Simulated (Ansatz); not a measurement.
GaC, quartet in cc-pVDZ: errors against full CI

Geometry: a point of a stretch scan, not a stationary point.

```xyz
2

C     0.0000    0.0000    0.0000
Ga    0.0000    0.0000    1.8340
```

Basis cc-pVDZ; Ansatz 0.2.0. Correlated methods freeze the noble-gas cores and the filled d shells of p-block atoms, which leaves 7 electrons in 26 orbitals. R marks a restricted (for open shells ROHF) determinant. Active spaces: valence = (7e, 8o) chosen from the atoms' valence shells. No spin–orbit coupling is included, and no scalar relativity.

Full CI is exact within this basis and frozen core; it isn't the basis-set limit.

- UHF ⟨S²⟩: 3.758
- T1 diagnostic (RCCSD): 0.0554
- largest doubles amplitude (RCCSD): 0.081

Problem. From what is known of these methods and the diagnostics, rank them by the size of their error in total energy against full CI in cc-pVDZ, smallest first (an estimate: the text doesn't fix the numbers).
A. RMP2
B. MRCISD (valence space)
C. RCCSDT
D. CASSCF (valence space)
E. RCCSD(T)

Solution. C (0.28 mEh), E (1.68 mEh), B (4.43 mEh), A (38.47 mEh), D (91.89 mEh).

All errors are against full CI in cc-pVDZ. T1 is large (0.055) while the doubles stay small, which points to orbital relaxation. Within each family the higher level lies nearer, as is usual though not guaranteed.

The full-CI state has the irrep A2 of C2v, in the program's axes (one component, if the state is degenerate).

Natural occupations of full CI about the gap: 1.954 1.886 1.004 0.979 0.979 0.050 0.050 0.027 0.010 0.008; effectively unpaired electrons, Σ n²(2−n)², 3.08.
